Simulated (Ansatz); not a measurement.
Strength of the C–C bond: C4H9F → C3H6F + CH3

Species: C4H9F `CC(C)CF`, singlet; C3H6F `C[CH]CF`, doublet; CH3 (methyl radical) `[CH3]`, doublet. 

Shapes, held fixed at every level: PBE0-D4/def2-TZVP. Flexible molecules stand in one conformer, not always the lowest. Programs: Ansatz 0.2.0. The zero-point and thermal change to 298 K, harmonic and unscaled (PBE0-D4/def2-TZVP), is -26.7 kJ/mol.

```tsv
level	kind	ΔH(298 K) (kJ/mol)	less CCSD(T)/CBS estimate
HF/def2-TZVPP	Hartree–Fock	+237.8	-137.3
PBE-D4/def2-TZVPP	GGA	+359.9	-15.2
BHLYP-D4/def2-TZVPP	global hybrid	+339.5	-35.6
r2SCAN0-D4/def2-TZVPP	global hybrid	+333.2	-41.9
MP2/def2-TZVPP	perturbation theory	+389.7	+14.6
CCSD/def2-TZVPP	coupled cluster or CI	+356.9	-18.2
CCSD(T)/CBS estimate	coupled cluster or CI	+375.1	0.0
```

The highest level, CCSD(T)/CBS estimate, gives ΔH(298 K) = +375.1 kJ/mol; the levels span +237.8 to +389.7. The column of differences is taken from that level and isn't an error. Hartree–Fock misses the correlation of the pair that is broken and comes out low. No measured value is set beside it here. Open shells run unrestricted unless RO is named. The CBS estimate extrapolates MP2 from def2-TZVPP and def2-QZVPP and adds CCSD(T) − MP2 in the triple-zeta set, cores frozen.
